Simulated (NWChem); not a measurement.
Molecule: methanol (CH$_{4}$O); SMILES CO

Computed with NWChem. Pople sets run with spherical d functions. Each level has its own optimisation. Entropies are gas-phase, rigid-rotor, harmonic values for NWChem's default masses at 298.15 K and 1 bar, so the errors hold that model's part too (torsions, anharmonicity).

Measured entropy at 1 bar: 57.3 cal/(mol K) (CRC Handbook, as tabulated in the package chemicals).

| level | entropy at 1 bar (cal/(mol K)) | computed − measured |
|---|---|---|
| B3LYP/3-21G | 56.7 | -0.6 |
| B3LYP/6-31G* | 56.7 | -0.6 |
| LDA (Slater exchange, VWN5)/def2-SVP | 56.8 | -0.5 |
| Hartree-Fock/STO-3G | 56.4 | -0.9 |
| PBE0-D3(BJ)/def2-TZVP | 56.8 | -0.5 |
